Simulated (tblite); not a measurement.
C3H2ClNS.
SMILES: `Clc1cncs1`

Level: GFN2-xTB in tblite, geometry and Hessian alike; calculated harmonic values, unscaled, isolated species. The method is semi-empirical: single wavenumbers can be off by several per cent or more.

Harmonic wavenumbers (cm⁻¹): 210.5, 239.0, 411.5, 456.9, 580.1, 655.1, 715.6, 767.1, 809.5, 833.6, 972.8, 1105.8, 1132.3, 1304.7, 1433.7, 1515.4, 3151.6, 3167.2.

A = 5486, B = 1901, C = 1412 MHz; mass 118.960 u (most abundant isotopes); point group Cs, symmetry number 1.

What is the zero-point energy?

Half the sum of the wavenumbers: 9731 cm⁻¹ = 116.41 kJ/mol.

What is S at 350 K and 1 bar for an ideal gas of classical rigid rotors and harmonic oscillators?

Translation 171.79, rotation 116.98, vibration 40.81: S = 329.6 J/(mol K).

And Cp and H(350 K) − H(0)?

Cp = 95.31 J/(mol K), of which vibrations give 62.05 (their classical limit is 18 R = 149.7); H(350 K) − H(0) = 20.78 kJ/mol without the zero-point energy, 9.14 from vibrations.

What must be added to the electronic energy to get the Gibbs energy at 350 K and 1 bar?

ZPE + [H(350 K) − H(0)] − T·S = 116.41 + 20.78 − 115.35 = 21.84 kJ/mol.

How do the functions run with temperature in this model?

```
 T (K)  S (J/(mol K))  Cp (J/(mol K))  H − H(0) (kJ/mol)  G − H(0) (kJ/mol)  ln q(vib)
    50          224.3            34.4               1.67              -9.54       0.00
   100          250.3            42.3               3.57             -21.46       0.09
298.15          315.1            85.0              16.10             -77.85       1.32
373.15          335.8            99.5              23.04            -102.27       1.98
   500          367.7           118.4              36.93            -146.94       3.19
   750          420.5           140.9              69.65            -245.72       5.62
  1000          462.9           153.5             106.58            -356.32       7.93
```

q(vib) and H(0) count from the zero-point level.

Hindered rotation and anharmonicity are outside this model.

Run on one thread of an x86-64 server, no GPU, on a shared host. This covers the Hessian and the dipole derivatives.
